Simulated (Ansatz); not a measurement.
Geometry optimisation, Ansatz 0.2.0, UKS BHLYP-D4/cc-pVDZ.

Input file:

```yaml
crystal:
  periodic: [false, false, false]
  atoms:
    - { symbol: B, position_ang: [0.001153, -0.000245, -0.16203] }
    - { symbol: H, position_ang: [-0.000472, 5.0e-06, 1.031899] }
    - { symbol: H, position_ang: [1.037445, -0.000311, -0.761806] }
    - { symbol: H, position_ang: [-1.033477, -0.000364, -0.764609] }
    - { symbol: C, position_ang: [-0.000731, 9.9e-05, 3.34994] }
    - { symbol: H, position_ang: [-0.586185, -0.909886, 3.361231] }
    - { symbol: H, position_ang: [1.080096, -0.050829, 3.343013] }
    - { symbol: H, position_ang: [-0.497729, 0.96143, 3.363864] }
magnetization:
  spin_polarized: true
  initial_magnetization: 1
basis:
  gaussian: { orbitals: cc-pVDZ }
hamiltonian:
  xc: { name: BHLYP }
  dispersion: d4
relax:
  f_tol: 0.03
  max_steps: 50
```

Run as:

```bash
$ ansatz run input.yaml --threads 1 --pin off --max-ram 2048MiB --backend cpu --events-out ev --progress --plain --runs-dir out
```

**Question.** Where does it end, and by what steps?

**Answer.** The run converged. The force dipped under the threshold on the way, but the program's further checks kept it going. After 11 steps the energy has fallen by 0.065 eV; H8 moved furthest, 0.42 Å.

```json
{"step": "0", "energy less start (eV)": "0.0000", "largest force component (eV/Å)": "0.241", "accepted": "yes"}
{"step": "1", "energy less start (eV)": "0.0045", "largest force component (eV/Å)": "0.608", "accepted": "no"}
{"step": "2", "energy less start (eV)": "-0.0162", "largest force component (eV/Å)": "0.160", "accepted": "yes"}
{"step": "3", "energy less start (eV)": "-0.0439", "largest force component (eV/Å)": "0.098", "accepted": "yes"}
{"step": "4", "energy less start (eV)": "-0.0591", "largest force component (eV/Å)": "0.111", "accepted": "yes"}
{"step": "5", "energy less start (eV)": "-0.0605", "largest force component (eV/Å)": "0.424", "accepted": "yes"}
{"step": "6", "energy less start (eV)": "-0.0642", "largest force component (eV/Å)": "0.017", "accepted": "yes"}
{"step": "7", "energy less start (eV)": "-0.0650", "largest force component (eV/Å)": "0.028", "accepted": "yes"}
{"step": "8", "energy less start (eV)": "-0.0445", "largest force component (eV/Å)": "0.395", "accepted": "no"}
{"step": "9", "energy less start (eV)": "-0.0588", "largest force component (eV/Å)": "0.185", "accepted": "no"}
{"step": "10", "energy less start (eV)": "-0.0651", "largest force component (eV/Å)": "0.032", "accepted": "yes"}
{"step": "11", "energy less start (eV)": "-0.0654", "largest force component (eV/Å)": "0.011", "accepted": "yes"}
```

```xyz
8
Properties=species:S:1:pos:R:3
B 0.005 -0.001 -0.565
H 0.002 -0.002 0.631
H 1.041 0.000 -1.164
H -1.029 0.000 -1.169
C -0.004 0.001 3.760
H -0.589 -0.910 3.776
H 1.076 -0.050 3.710
H -0.501 0.963 3.784
```

Whether the end is a true minimum wasn't checked by a vibrational analysis.

Run time: 22 s on 1 thread of Arm Neoverse V1, on a shared host, peak memory 0.12 GiB.
